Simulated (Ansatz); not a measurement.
## Molecular dynamics of ClMg

Input file:

```yaml
crystal:
  periodic: [false, false, false]
  atoms:
    - { symbol: Mg, position_ang: [0.974103, -0.371967, 0.484711] }
    - { symbol: Cl, position_ang: [-0.944703, 0.311867, -0.480611] }
magnetization:
  spin_polarized: true
  initial_magnetization: 1
basis:
  gaussian: { orbitals: cc-pVDZ }
hamiltonian:
  xc: revpbe
  dispersion: d4
md:
  timestep: 2.0
  n_steps: 250
  ensemble: nve
  temperature: 500.0
  initial_velocities: maxwell_boltzmann
  seed: 627951
```

Run as:

```bash
$ ansatz run input.yaml --threads 1 --pin off --max-ram 2048MiB --backend cpu --events-out ev --progress --plain --runs-dir out
```

It starts from a relaxed structure.

Output, in part (step lines, the closing report, with atoms numbered from 0):

```
md step     0: t =     0.00 fs  T =   500.0 K  F+E_penalty+E_count = -17964.97449773 eV  E_kin = 0.021543 eV  conserved = -17964.95295440 eV  (22 SCF iters)
[... lines left out ...]
Total energy: -17964.97104802 eV, -660.2005089199 hartree
Atom 0 at     0.987755    -0.376832     0.491579 Å, force    -0.215842     0.076923    -0.108587 eV/Å
Atom 1 at    -0.954063     0.315203    -0.485320 Å, force     0.215842    -0.076923     0.108587 eV/Å
Dipole moment:     0.600300    -0.213938     0.302002 e Å
```

The steps, from the saved trajectory:

| time (fs) | T (K) | potential energy less start (eV) | conserved less start (meV/atom) |
| --- | --- | --- | --- |
| 0.0 | 500 | 0.000 | 0.00 |
| 16.0 | 53 | 0.019 | 0.06 |
| 32.0 | 291 | 0.009 | 0.03 |
| 48.0 | 343 | 0.007 | 0.02 |
| 64.0 | 87 | 0.018 | 0.06 |
| 80.0 | 478 | 0.001 | 0.01 |
| 96.0 | 9 | 0.021 | 0.07 |
| 112.0 | 385 | 0.005 | 0.02 |
| 128.0 | 233 | 0.012 | 0.04 |
| 144.0 | 189 | 0.014 | 0.04 |
| 160.0 | 417 | 0.004 | 0.01 |
| 176.0 | 2 | 0.022 | 0.07 |
| 192.0 | 458 | 0.002 | 0.01 |
| 208.0 | 124 | 0.016 | 0.05 |
| 224.0 | 301 | 0.009 | 0.02 |
| 240.0 | 330 | 0.007 | 0.03 |
| 256.0 | 32 | 0.020 | 0.06 |
| 272.0 | 497 | 0.000 | 0.00 |
| 288.0 | 41 | 0.020 | 0.07 |
| 304.0 | 402 | 0.004 | 0.01 |
| 320.0 | 231 | 0.012 | 0.04 |
| 336.0 | 95 | 0.018 | 0.06 |
| 352.0 | 491 | 0.000 | 0.00 |
| 368.0 | 2 | 0.022 | 0.07 |
| 384.0 | 472 | 0.001 | 0.00 |
| 400.0 | 136 | 0.016 | 0.05 |
| 416.0 | 182 | 0.014 | 0.05 |
| 432.0 | 441 | 0.003 | 0.00 |
| 448.0 | 15 | 0.021 | 0.07 |
| 464.0 | 500 | 0.000 | 0.00 |
| 480.0 | 59 | 0.019 | 0.06 |
| 496.0 | 281 | 0.009 | 0.03 |

The run went to its last step. The conserved energy stayed within 0.076 meV per atom of its start (net change 0.014 meV per atom), so the integration is sound. The temperature averaged 0.48 of the 500 K drawn at the start: a run that starts near a minimum puts about half its kinetic energy into the potential. A run of 0.5 ps of so small a system gives no equilibrium averages.

The same pairs are bonded in the first frame and the last. Pairs count as bonded within 1.25 times the sum of covalent radii (0.12 Å more for H–H).

Last frame:

```xyz
2
Properties=species:S:1:pos:R:3
Mg 0.988 -0.377 0.492
Cl -0.954 0.315 -0.485
```

Time of the run: 3.4 min on 1 thread of Arm Neoverse V2, with other jobs on the host, peak memory 0.088 GiB.
